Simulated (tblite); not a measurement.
Compound: C₅H₉ (doublet state).
Z-matrix (Å and degrees, GFN2-xTB geometry), rows numbered from 1:
```
C 
C   1  1.2930
C   2  1.4606  1  143.42
C   3  1.5411  2  111.60  1     4.63
C   3  1.5329  2  110.02  1  -118.16
H   1  1.0810  2  121.96  3   179.21
H   1  1.0938  2  124.26  3    -0.96
H   3  1.0983  2  108.18  1   123.43
H   4  1.0877  3  109.84  2   178.33
H   4  1.0872  3  110.00  2   -61.84
H   4  1.0871  3  110.45  2    58.24
H   5  1.0880  3  110.11  2    61.72
H   5  1.0874  3  110.53  2   -58.09
H   5  1.0878  3  110.35  2  -178.29
```

Method: GFN2-xTB as coded in tblite; computed harmonic values from a numerical Hessian at the method's own geometry, unscaled. Errors from tens to a few hundred cm⁻¹ against measured bands are possible. One conformer, not necessarily the lowest. Open shells enter through the occupations alone, without spin polarisation, and single modes of such species can be off by tens of per cent.

Harmonic wavenumbers (cm⁻¹): 68.3, 175.2, 200.7, 230.7, 304.7, 357.2, 453.5, 558.6, 827.5, 859.3, 925.9, 940.6, 962.4, 994.7, 1096.7, 1113.6, 1160.7, 1278.1, 1292.6, 1379.2, 1387.5, 1409.1, 1487.6, 1494.2, 1498.2, 1505.0, 1808.2, 2837.1, 2890.2, 3023.5, 3030.6, 3033.0, 3035.8, 3040.8, 3041.2, 3042.8.

A = 7678, B = 3866, C = 2895 MHz; mass 69.070 u (most abundant isotopes); point group C1, symmetry number 1; spin multiplicity 2.

Problem. What is the zero-point energy?

Solution. ½Σν̃ = 26372 cm⁻¹ = 315.49 kJ/mol.

Problem. Give the ideal-gas entropy at 350 K and 1 bar in the rigid-rotor, harmonic-oscillator model (classical rotation).

Solution. Translation 165.01, rotation 109.65, vibration 78.10, spin (R ln 2) 5.76: S = 358.5 J/(mol K).

Problem. And Cp and H(350 K) − H(0)?

Solution. Cp = 121.68 J/(mol K), of which vibrations give 88.42 (their classical limit is 36 R = 299.3); H(350 K) − H(0) = 26.71 kJ/mol without the zero-point energy, 15.07 from vibrations.

Problem. Blend soft modes into free rotors: weight 1/[1 + (100 cm⁻¹/ν̃)⁴] for the oscillator and the rest for a rotor with moment μB/(μ + B), μ = h/(8π²ν), B = 10⁻⁴⁴ kg m². What vibrational entropy results?

Solution. 74.16 J/(mol K) in place of 78.10, which changes −T·S at 350 K by +1.38 kJ/mol.

Problem. Which modes carry the vibrational entropy at 350 K?

Solution. 68.3 cm⁻¹: 18.90; 175.2 cm⁻¹: 11.22; 200.7 cm⁻¹: 10.15; 230.7 cm⁻¹: 9.06; 304.7 cm⁻¹: 6.97; 357.2 cm⁻¹: 5.83 J/(mol K); the other 30 give 15.98 together.

Problem. What must be added to the electronic energy to get the Gibbs energy at 350 K and 1 bar?

Solution. ZPE + [H(350 K) − H(0)] − T·S = 315.49 + 26.71 − 125.48 = 216.72 kJ/mol.

Problem. How do the functions run with temperature in this model?

Solution. 
```
T (K)  S (J/(mol K))  Cp (J/(mol K))  H − H(0) (kJ/mol)  G − H(0) (kJ/mol)  ln q(vib)
  100          254.3            57.9               4.32             -21.10       0.67
  200          302.5            83.0              11.42             -49.08       2.03
  300          340.8           108.3              20.96             -81.29       3.48
  500          408.4           159.4              47.86            -156.35       6.46
  800          496.2           214.3             104.54            -292.43      10.93
 1000          546.9           239.5             150.04            -396.83      13.80
```

q(vib) and H(0) count from the zero-point level.

Hindered rotation and anharmonicity are outside this model. Other conformers, if any are populated, would add a mixing term that is left out. The structure is chiral; the term R ln 2 for an equal mix with its mirror image is left out.
